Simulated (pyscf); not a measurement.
PySCF, gas phase, ωB97X-D3(BJ)/def2-SVP geometries. MP2 and CC: frozen core, UHF for open shells. ΔMP2 is the change of the MP2 total energy from the triple- to the quadruple-zeta basis.

Task: Estimate by transition-state theory the rate constant of AsH₃ (SMILES [AsH3]) + HO–SiH₃ (SMILES O[SiH3]) -> H₃Si–AsH₂ (SMILES [SiH3][AsH2]) + H₂O (SMILES O) (singlet surface; As–H, O–Si broken, As–Si, H–O formed) at 600 K, with CCSD(T)/def2-TZVPP + ΔMP2(QZVPP) energies (ideal gas, 1 atm, RRHO with modes under 100 cm⁻¹ raised to 100, one conformer, R ln 2 for chiral ones without a mode under 150 cm⁻¹; no tunnelling).

Result: The electronic barrier is 46.6 kcal/mol and the thermal terms add +20.7, so ΔG‡ = 67.2 kcal/mol. With k_BT/h = 1.25e+13 s⁻¹ and RT = 1.192 kcal/mol, and a volume of 8.18e-20 cm³ per molecule at 1 atm, k = 3.3e-31 cm³ molecule⁻¹ s⁻¹. Wigner's tunnelling factor for 627i cm⁻¹ would be 1.09. A shift of 1 kcal/mol in the barrier changes k by a factor 2.3. One saddle was located; it need not be the lowest between these sides. The CCSD(T) − MP2 part came from Ansatz, without density fitting, on the same reference. The frozen core leaves the outer d or s,p core shells of the metals and heavy elements correlated in the MP2 and CC values, and def2-TZVPP describes them poorly, which can shift differences by a few kcal/mol. Elements up to Kr have no core potential and no relativistic terms here.
